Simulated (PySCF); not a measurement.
Compound: phenazine, C12H8N2.
Z-matrix (Å and degrees, PBE0-D3(BJ)/def2-SVP geometry), rows numbered from 1:
```
C 
C   1  1.4259
C   2  1.3684  1  120.79
C   3  1.4268  2  120.29  1     0.03
N   4  1.3341  3  119.77  2  -179.96
C   5  1.3332  4  117.47  3   179.98
C   6  1.4274  5  119.77  4   179.99
C   7  1.3679  6  120.22  5   179.98
C   8  1.4261  7  120.77  6    -0.01
C   9  1.3681  8  120.85  7     0.02
C  10  1.4273  9  120.17  8    -0.00
N  11  1.3336  6  121.27  5     0.01
C  12  1.3337 11  117.51  6    -0.09
C   1  1.3683  2  120.74  3    -0.01
H   1  1.0925  2  119.25  3   179.97
H   2  1.0926  1  119.21  3   179.99
H   3  1.0915  2  122.33  1   179.99
H   7  1.0915  6  117.38  5    -0.00
H   8  1.0927  7  120.02  6  -179.98
H   9  1.0927  8  119.17  7  -179.97
H  10  1.0916  9  122.40  8  -180.00
H  14  1.0915  1  122.35  2   179.99
```

The closed-shell ground state was solved at several levels (PySCF, density fitting, gas phase, non-relativistic). The dipole stays under 0.02 D at every level.

```csv
level,basis functions,HOMO (eV),LUMO (eV),gap (eV)
CAM-B3LYP/def2-SVPD,344,-7.72,-1.73,5.99
B3LYP/pcJ-1,458,-6.44,-2.78,3.66
PBE0/pcSseg-1,278,-6.67,-2.68,3.99
```

Task: Estimate the row for HF/pcSseg-1, a basis of 278 functions; the other rows only guide the guess.

Result: HOMO -8.19 eV, LUMO 0.57 eV, gap 8.76 eV.

Task: Over all these levels, which gives the widest orbital gap and which the narrowest?

Result: HF/pcSseg-1 (Hartree–Fock, all exact exchange) has the widest, 8.76 eV, and B3LYP/pcJ-1 (global hybrid, 20 % exact exchange) the narrowest, 3.66 eV. Functional and basis both differ between the two, so the spread mixes both effects. The HOMO need not be the same orbital at Hartree–Fock and at DFT levels.
